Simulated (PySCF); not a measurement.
## Spin-rotation constants: `C([C@H]1C(=C)C1)C`, C6H10

Geometry:
```
atom   x (Å)   y (Å)   z (Å)
  C1   2.601  -0.930   0.441
  C2   1.571  -0.112   0.298
  C3   0.985   1.049  -0.374
  C4   0.197   0.240   0.658
  C5  -0.974  -0.613   0.225
  C6  -2.263   0.180   0.080
  H7   3.523  -0.787  -0.130
  H8   2.562  -1.774   1.137
  H9   1.327   2.054  -0.101
 H10   0.694   0.947  -1.427
 H11   0.063   0.734   1.630
 H12  -0.719  -1.106  -0.729
 H13  -1.112  -1.429   0.956
 H14  -2.550   0.653   1.033
 H15  -2.151   0.984  -0.664
 H16  -3.099  -0.460  -0.239
```

Computed, not measured: GIAO PBE0/pcSseg-1 magnetisability, rotational g tensor and spin-rotation constants, non-relativistic, gas phase (PySCF 2.14.0). Geometry: PBE0-D3(BJ)/def2-SVP.

(1) Give the nuclear spin-rotation constants along the inertial axes (H = +C I·J) beside the isotropic shieldings.

(2) How do the rotational constants and the g tensor change when H7, H8, H9, H10, H11, H12, H13, H14, H15, H16 are replaced by deuterium?

## Answers

(1) Rotational constants 8.7428, 2.0461, 1.7990 GHz. A star marks the isotopologue with that one atom substituted, in its own axes.
```
atom  isotope  Caa (kHz)  Cbb (kHz)  Ccc (kHz)  mean (kHz)  σ (ppm)
  H7       1H      0.185     -0.138     -0.116      -0.023     25.6
  H8       1H     -0.839      0.139     -0.146      -0.282     25.5
  H9       1H     -0.916     -0.019     -0.145      -0.360     30.1
 H10       1H     -0.888     -0.192     -0.018      -0.366     30.6
 H11       1H     -0.833     -0.228      0.025      -0.345     30.1
 H12       1H     -0.906     -0.237      0.030      -0.371     30.9
 H13       1H     -0.939      0.033     -0.150      -0.352     29.3
 H14       1H     -0.836     -0.228      0.028      -0.345     30.2
 H15       1H     -0.919      0.016     -0.165      -0.356     30.1
 H16       1H     -0.372     -0.146     -0.137      -0.219     30.2
  C1     13C*      2.627      0.734      0.343       1.235     73.8
  C2     13C*      3.628      0.891      0.308       1.609     38.5
  C3     13C*      1.175      0.368      0.155       0.566    173.6
  C4     13C*      1.483      0.333      0.201       0.672    164.7
  C5     13C*      1.422      0.342      0.283       0.682    155.0
  C6     13C*      1.149      0.290      0.265       0.568    169.0
```
For the geometry as given, no vibrational averaging.

(2) Constants 6.2730, 1.6801, 1.4782 GHz; g -0.0086, -0.0049, 0.0033, against -0.0119, -0.0059, 0.0040 before.
